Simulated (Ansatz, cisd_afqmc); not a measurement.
Species: HCl, charge 0, singlet. HCl (SMILES Cl).
NHTBH set geometry:
```
Cl
H 1 1.2744
```

Total energies in aug-cc-pV(D+d)Z, 8 correlated electrons, 5 frozen orbitals. UHF or UKS for unpaired electrons; spin-orbit terms are left out. Cores are frozen in correlated methods. No relativity. AFQMC/CISD: phaseless, guided by CISD from CCSD amplitudes; bars are statistical, one sigma. Outlying blocks are dropped, and bars are widened where a walk drifts. Over all cases where full CI ran beside it in this data, AFQMC minus full CI had a median of +0.1 mEh and passed +0.4 mEh in a tenth of the cases.

```tsv
method	program	energy (Eh)	minus CCSDTQ (mEh)
HF	Ansatz	-460.09475	185.61
MP2	Ansatz	-460.25719	23.18
CCSD	Ansatz	-460.27519	5.18
CCSD(T)	Ansatz	-460.27960	0.77
CCSDT(Q)	Ansatz	-460.28035	0.01
CCSDTQ	Ansatz	-460.28037	0.00
AFQMC/CISD	cisd_afqmc	-460.2806 ± 0.0003	-0.2 ± 0.3
```

Rough core times of Ansatz's runs on a shared machine: CCSD(T) under 20 s, CCSDT(Q) under 20 s, CCSDTQ 90 s.

Ansatz is an electronic-structure program.
